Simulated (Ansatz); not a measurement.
BClF (`F[B]Cl`) radical, one more setting.

```yaml
crystal:
  periodic: [false, false, false]
  atoms:
    - {symbol: F, position_ang: [0.509834, 1.078873, 0.388411]}
    - {symbol: B, position_ang: [-0.363167, 0.289659, -0.165022]}
    - {symbol: Cl, position_ang: [-0.157667, -1.433232, -0.236689]}
basis:
  gaussian: {orbitals: cc-pCVTZ}
magnetization: {spin_polarized: true, initial_magnetization: 1}
hamiltonian: {xc: {name: RPBE}, dispersion: d4}
```

```sh
$ ansatz run in.yaml --threads 4 --pin off --events-out ev --progress --plain --max-ram 10444MiB
```

It prints (some lines left out):

```
Functional definition: RPBE
839 factors; their error is unknown
mean field evaluation 1: about -15915.3940 eV, gradient 2.1e1 eV
mean field evaluation 2: about -15911.9237 eV, gradient 4.0e1 eV
mean field evaluation 4: about -15916.7545 eV, gradient 1.3e0 eV
mean field evaluation 8: about -15916.7498 eV, gradient 1.0e-1 eV
mean field evaluation 16: about -15916.7498 eV, gradient 1.1e-5 eV
mean field -15916.74984413 eV, -584.9297680113 hartree, gradient 1.1e-5 eV, S^2 0.752721; 0 other end points of the search recorded, 0 dependent functions left out
reference -15916.74987346 eV, -584.9297690889 hartree; 16, 15 occupied and 129, 130 virtual orbitals, 839 factors
Total energy: -15916.92285609 eV, -584.9361260835 hartree
```

Hardware: 4 threads of an Arm Neoverse V2 on a shared host. Wall time 0.7 s, peak host memory 0.16 GiB.
